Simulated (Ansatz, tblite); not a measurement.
Cost and result up the ladder for P3⁺ (the lowest singlet isomer of a short search) (3 atoms). The state is a singlet with charge 1. Geometry: PBE0-D4/def2-TZVP.

```xyz
3

P    -0.0751    0.0665   -1.2033
P    -0.2616   -1.0346    0.5650
P     0.3367    0.9680    0.6383
```

Ansatz on 4 threads of Arm Neoverse V1 on a shared host; xTB runs through tblite on one thread. Times are rough, summed over both states, and most runs start from the orbitals of an earlier one. CCSD(T)/def2-TZVPP serves as the yardstick here, not as an exact answer. Differences are given only for rows in sets of like size (and for xTB, whose basis is part of the method), since another set adds its own error. The other state is a quintet at its own geometry.

The xTB rows come from tblite. Correlated methods freeze 15 core orbitals. The structure comes from a short search, and lower isomers may exist.

Correlated methods converge slowly with the basis.

xTB has no spin-polarisation term.

```json
{"level": "GFN2-xTB", "functions": "27", "wall time": "0.004 s", "quintet − singlet (eV)": "4.65", "difference from CCSD(T)/def2-TZVPP (eV)": "-0.29"}
{"level": "GFN1-xTB", "functions": "27", "wall time": "0.005 s", "quintet − singlet (eV)": "4.62", "difference from CCSD(T)/def2-TZVPP (eV)": "-0.33"}
{"level": "HF/STO-3G", "functions": "27", "wall time": "0.25 s", "quintet − singlet (eV)": "2.14", "difference from CCSD(T)/def2-TZVPP (eV)": "–"}
{"level": "LDA (SPW92)/def2-TZVP", "functions": "111", "wall time": "0.85 s", "quintet − singlet (eV)": "4.81", "difference from CCSD(T)/def2-TZVPP (eV)": "-0.14"}
{"level": "PBE-D4/def2-TZVP", "functions": "111", "wall time": "1.7 s", "quintet − singlet (eV)": "4.52", "difference from CCSD(T)/def2-TZVPP (eV)": "-0.43"}
{"level": "revPBE-D4/def2-TZVP", "functions": "111", "wall time": "1.8 s", "quintet − singlet (eV)": "4.46", "difference from CCSD(T)/def2-TZVPP (eV)": "-0.49"}
{"level": "RPA@PBE/def2-TZVP", "functions": "111", "wall time": "2.3 s", "quintet − singlet (eV)": "4.54", "difference from CCSD(T)/def2-TZVPP (eV)": "-0.40"}
{"level": "PBE0-D4/def2-TZVP (with forces)", "functions": "111", "wall time": "5.5 s", "quintet − singlet (eV)": "4.54", "difference from CCSD(T)/def2-TZVPP (eV)": "-0.41"}
{"level": "r2SCAN-D4/def2-TZVP", "functions": "111", "wall time": "7.4 s", "quintet − singlet (eV)": "4.43", "difference from CCSD(T)/def2-TZVPP (eV)": "-0.52"}
{"level": "CCSD(T)/def2-TZVPP", "functions": "126", "wall time": "8.5 s", "quintet − singlet (eV)": "4.95", "difference from CCSD(T)/def2-TZVPP (eV)": "0.00"}
```
